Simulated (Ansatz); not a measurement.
## How far each method lies from RCCSDT(Q) for Cl–GeH2–Cl, singlet

Geometry: a PBE0/def2-TZVP stationary point for this spin, not checked as a minimum.

```xyz
5

Ge    0.0000   -0.5990    0.0000
Cl    0.0000    0.6538   -1.7352
Cl    0.0000    0.6538    1.7352
H     1.2947   -1.4116    0.0000
H    -1.2947   -1.4116    0.0000
```

Basis cc-pVDZ; Ansatz 0.2.0. Only valence electrons are correlated (noble-gas cores and the filled d shells of p-block atoms frozen), which leaves 20 electrons in 49 orbitals. Prefix R: restricted or restricted open-shell reference. Active spaces: frontier = (8e, 8o) about the gap. No spin–orbit coupling is included, and no scalar relativity.

Full CI isn't at hand for all of this; RCCSDT(Q) serves as the reference, and is uncertain by about the last step of the cluster series.

```
UHF ⟨S²⟩                          : 0.000
T1 diagnostic (RCCSD)             : 0.0086
largest doubles amplitude (RCCSD) : 0.029
```

```json
{"level": "RHF", "E − E(RCCSDT(Q)) (kJ/mol)": "1074.1", "share of correlation (%)": "0.00", "wall time": "–"}
{"level": "RMP2", "E − E(RCCSDT(Q)) (kJ/mol)": "126.3", "share of correlation (%)": "88.24", "wall time": "–"}
{"level": "RCCSD", "E − E(RCCSDT(Q)) (kJ/mol)": "26.0", "share of correlation (%)": "97.58", "wall time": "–"}
{"level": "RCCSD(T)", "E − E(RCCSDT(Q)) (kJ/mol)": "4.2", "share of correlation (%)": "99.61", "wall time": "6.5 s"}
{"level": "BCCD(T)", "E − E(RCCSDT(Q)) (kJ/mol)": "4.0", "share of correlation (%)": "99.63", "wall time": "7.5 s"}
{"level": "RCCSDT", "E − E(RCCSDT(Q)) (kJ/mol)": "2.1", "share of correlation (%)": "99.81", "wall time": "–"}
```

The correlation energy at RCCSDT(Q), counted from RHF, is -11.133 eV. That run took 2.4 min on 1 thread of Intel Xeon, shared host.

Run but not shown, since their state or frozen core can't be matched to the reference's or they repeat it: CASSCF (frontier space), NEVPT2 (frontier space), MRCISD (frontier space), MRCISD+Q (frontier space).

Times hold each run's SCF and search for its determinant on a shared host, so for small cases they say little of a method's own cost; they ran on 1 thread of Intel Xeon.

Atomization energy (electronic, same basis, no zero-point term; atoms at the same level, unrestricted beside the R rows where the molecule is a closed shell, but restricted open-shell past Ca, as are all atoms' steps beyond CCSDT(Q)) at RCCSDT(Q): 1192.9 kJ/mol. Errors of other levels:

```
   level  error (kJ/mol)
     RHF          -243.0
    RMP2            15.0
   RCCSD           -15.3
RCCSD(T)            -1.6
 BCCD(T)            -1.4
  RCCSDT            -1.2
```

This basis is far from its limit, so the value isn't to be set against a measured one.
